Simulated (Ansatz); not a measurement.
Species: hydrogen chloride, HCl, charge 0, multiplicity 1. 
Structure (B3LYP-D3(BJ)/def2-TZVP (Ansatz, a program for electronic structure) minimum search):
```
Cl
H 1 1.2820
```
Charge 0, spin multiplicity 1.

Basis-set convergence of Hartree-Fock and CCSD(T) correlation energies (hartree) with Ansatz. Correlated levels leave the core frozen unless marked. No spin-orbit coupling. Non-relativistic.

| basis | functions | E(HF) | E(corr, CCSD(T)) |
|---|---|---|---|
| cc-pV(D+d)Z | 28 | -460.09154 | -0.16988 |
| cc-pV(T+d)Z | 53 | -460.10776 | -0.23203 |
| cc-pV(Q+d)Z | 94 | -460.11172 | -0.25212 |
| cc-pV(5+d)Z | 155 | -460.11243 | -0.25849 |

Extrapolating the two largest sets (X = 4 and 5) as X^-3: E(corr) = (125·(-0.25849) - 64·(-0.25212))/61 = -0.2652 Eh, an estimate of the basis-set limit. The largest set recovers 97.5 % of it, the smallest 64.1 %.
